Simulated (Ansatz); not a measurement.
# Worked example: SiH2⁺, quartet against SiH$_{2}$, triplet

Geometry (PBE0/def2-TZVP stationary point of a triplet), kept for both states (SiH2, triplet: B1; SiH2⁺, quartet: A2):

```xyz
3

Si    0.0000   -0.0507    0.0000
H     0.0000    0.7069   -1.2784
H     0.0000    0.7069    1.2784
```

Basis cc-pVDZ; Ansatz 0.2.0. Correlated methods freeze the noble-gas cores. R marks a restricted (for open shells ROHF) determinant, U an unrestricted one.

Full CI is exact within this basis and frozen core; it isn't the basis-set limit. The frozen core follows each run's orbitals, which can shift R against U totals by a few meV.

```
   level  E(SiH2, triplet) (hartree)  E(SiH2⁺, quartet) (hartree)
     UHF                 -290.011521                  -289.569116
    UMP2                 -290.083956                  -289.622151
UCCSD(T)                 -290.107775                  -289.645883
     PBE                 -290.422018                  -289.958005
 wB97M-V                 -290.539956                  -290.070460
 full CI                 -290.108403                  -289.646552
```

Task: Give the vertical gap, SiH2⁺ quartet less SiH2 triplet, at each level in eV (1 hartree = 27.2114 eV), and each error against full CI.

Result: full CI: (-289.646552 − (-290.108403)) × 27.2114 = 12.568 eV (the reference)
wB97M-V: (-290.070460 − (-290.539956)) × 27.2114 = 12.776 eV, error 0.208 eV
PBE: (-289.958005 − (-290.422018)) × 27.2114 = 12.626 eV, error 0.058 eV
UCCSD(T): (-289.645883 − (-290.107775)) × 27.2114 = 12.569 eV, error 0.001 eV
UMP2: (-289.622151 − (-290.083956)) × 27.2114 = 12.566 eV, error -0.002 eV
UHF: (-289.569116 − (-290.011521)) × 27.2114 = 12.038 eV, error -0.530 eV

Total energies of functionals can't be set beside those of wave-function methods, since they hold the core's correlation and their own absolute errors; only the differences compare.

In so small a basis the reference is far from its limit while semilocal and hybrid functionals are nearer theirs, so the functionals' errors here hold much of the reference's basis and frozen-core error, which can add to them or hide them.

Each level lands on the state that its own search finds. T1 diagnostics of restricted CCSD: 0.020 and 0.022.
